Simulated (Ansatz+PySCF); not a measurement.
Two shapes of singlet C2H4.

Shape 1:

```xyz
6

C     0.0000    0.0000   -0.6653
C     0.0000    0.0000    0.5323
H     0.0000   -0.9311   -1.2403
H     0.0000    0.9311   -1.2403
H     0.0000   -0.9311    1.1073
H     0.0000    0.9311    1.1073
```

Shape 2:

```xyz
6

C     0.0000    0.0000   -0.6653
C     0.0000    0.0000    0.5988
H     0.0000   -0.9311   -1.2403
H     0.0000    0.9311   -1.2403
H     0.0000   -0.9311    1.1738
H     0.0000    0.9311    1.1738
```

Basis set: STO-3G (spherical functions). Frozen core: 2 orbitals. Charge 0, multiplicity 1.

Computed with Ansatz (development build ahead of 0.2.0); each method stands on the lowest determinant of its kind that the runs found.

Q: Which shape is lower in energy, and by how much in each method?

A:

```tsv
method	E(2) − E(1) (eV)
UHF	-0.563
RHF-CCSD	-0.772
UHF-CCSD(T)	-0.772
full CI (lowest root of this spin)	-0.774
PBE0 (restricted)	-0.644
```

Shape 2 is lower.
